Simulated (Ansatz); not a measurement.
`C=CC(C)(F)S`, relaxed with RKS PBE0-D4/def2-TZVP in Ansatz 0.2.0 from a PBE-D4/def2-SVP geometry. The force threshold is 0.005 eV/Å; the program also tests the step.

The species carries charge 0 and has multiplicity 1.

Start:

```xyz
13

C    -0.031   -1.406    1.479
C    -0.308   -0.232    0.889
C     0.316    0.227   -0.403
C    -0.715    0.579   -1.473
F     1.138   -0.777   -0.907
S     1.328    1.753   -0.090
H    -0.509   -1.695    2.426
H     0.684   -2.108    1.025
H    -1.024    0.480    1.333
H    -1.287   -0.335   -1.727
H    -0.207    0.949   -2.385
H    -1.419    1.352   -1.110
H     2.034    1.210    0.942
```

(1) How much energy does the relaxation release, and in how many steps? (An estimate is asked.)

(2) Which bonds change most? (Estimate.)

(3) Give the relaxed structure. (Estimate.)

## Answers

(1) The calculation gave: 0.07 eV, in 8 steps.

(2) Ansatz gave: C3–S6 from 1.858 to 1.822 Å; S6–H13 from 1.362 to 1.342 Å; C1–C2 from 1.343 to 1.324 Å; C2–H9 from 1.103 to 1.086 Å.

(3) Computed: 
```xyz
13

C    -0.034   -1.394    1.457
C    -0.288   -0.230    0.879
C     0.325    0.226   -0.404
C    -0.709    0.571   -1.457
F     1.128   -0.779   -0.914
S     1.335    1.715   -0.115
H    -0.511   -1.665    2.391
H     0.655   -2.104    1.016
H    -0.978    0.480    1.325
H    -1.267   -0.333   -1.709
H    -0.221    0.950   -2.356
H    -1.403    1.324   -1.083
H     1.968    1.239    0.969
```
